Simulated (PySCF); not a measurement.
AlF3, SMILES [F][Al]([F])[F].

Geometry optimised at B3LYP-D3(BJ)/def2-TZVP. The isomer is the one that the SMILES or the coordinates give; other isomers of the formula were not compared.

Method: B3LYP/def2-TZVPD (PySCF).

Gas-phase values at a fixed geometry.

Computed frontier levels, gap, dipole moment and polarisability:
- highest occupied level: -11.48 eV
- lowest empty level: -2.10 eV
- orbital gap: 9.39 eV
- dipole moment: 0.00 D
- quadrupole, principal values (traceless, Buckingham form, about the centre of nuclear charge): -4.82, -4.82, 9.63 D·Å
- mean static polarisability: 21.2 bohr³ (3.15 Å³)
- polarisability, principal values: 19.4, 22.1, 22.1 bohr³
